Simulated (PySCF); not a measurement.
## What binds to bromide, and how strongly

Gas-phase complexes of bromide (charge -1), each in one structure from a short search with a few starts, optimised by PBE0-D3(BJ)/def2-SVPD or PBE0-D3(BJ)/def2-TZVPD; other ways of binding may lie lower. Energies in kcal/mol, wB97M-D3(BJ)/def2-TZVPD, counterpoise-corrected (PySCF): interaction is complex less parts frozen as they stand in it, binding adds what it costs to deform them. Contacts are written partner···bromide; electrostatic, Pauli and orbital are terms of the uncorrected same energy, whose rest is dispersion or correlation.

1 other partner is left out, for which the search missed the form known or expected to bind best.

Frequency runs check only 5 of the 7 structures; these show no clear imaginary mode.

Q: Order these partners of bromide by binding energy, strongest first: arsenic trifluoride, methane, aluminium trichloride, BeF2, aluminium trifluoride, methanol, hydrogen chloride.

A: aluminium trichloride (-64.5), aluminium trifluoride (-61.8), BeF2 (-41.4), arsenic trifluoride (-20.8), hydrogen chloride (-17.6), methanol (-13.4), methane (-2.3).
```
              partner  contact  distance (Å)  binding  interaction  electrostatic  Pauli  orbital
aluminium trichloride  Al···Br          2.33    -64.5        -87.2          -94.4   78.8    -70.1
aluminium trifluoride  Al···Br          2.35    -61.8        -85.0          -88.7   58.5    -54.1
                 BeF2  Be···Br          2.17    -41.4        -61.1          -62.1   40.8    -39.2
  arsenic trifluoride  As···Br          2.75    -20.8        -28.1          -59.5   68.6    -36.2
    hydrogen chloride   H···Br          1.89    -17.6        -24.3          -31.5   41.9    -34.0
             methanol   H···Br          2.28    -13.4        -14.2          -18.0   13.6     -8.8
              methane   H···Br          2.88     -2.3         -2.3           -2.4    3.2     -2.6
```
